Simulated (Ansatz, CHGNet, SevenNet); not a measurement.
## Ladder of methods for the Voigt–Reuss–Hill bulk modulus of rock-salt MgO

Reference value: 165 GPa (measured, temperature not stated, not corrected to a static lattice, from single-crystal Cij; as tabulated in Råsander and Moram (2015), arXiv:1505.02379).

Q: What do CHGNet 0.3.0, CHGNet-r²SCAN, SevenNet-0, PBE-D3(BJ) give, and how far is each from the reference?

A: 
```
level (code)            value (GPa)  cell (Å³/atom)  difference (%)
----------------------  -----------  --------------  --------------
CHGNet 0.3.0 (CHGNet)           125            9.64             -24
CHGNet-r²SCAN (CHGNet)          152            9.28            -7.9
SevenNet-0 (SevenNet)           130            9.63             -21
PBE-D3(BJ) (Ansatz)             159            9.31            -3.6
```

The reference's temperature isn't stated, so close values are not ranked against it.

The measured value isn't corrected to a static lattice, so vibrations enter the comparison. A static lattice is as a rule stiffer than a warm one, by over a tenth in soft solids.  PBE-D3(BJ): the dispersion coefficients are held fixed in the derivatives. Each level is taken at its own relaxed cell. Ansatz's density-functional and Hartree–Fock values are scalar-relativistic unless marked +SOC, with PAW data made under PBE.

Machine-learned potentials (CHGNet 0.3.0, CHGNet-r²SCAN, SevenNet-0) are trained on DFT data, which may include these solids.

Differences are worked out from the printed values.

Ansatz is an electronic-structure program.
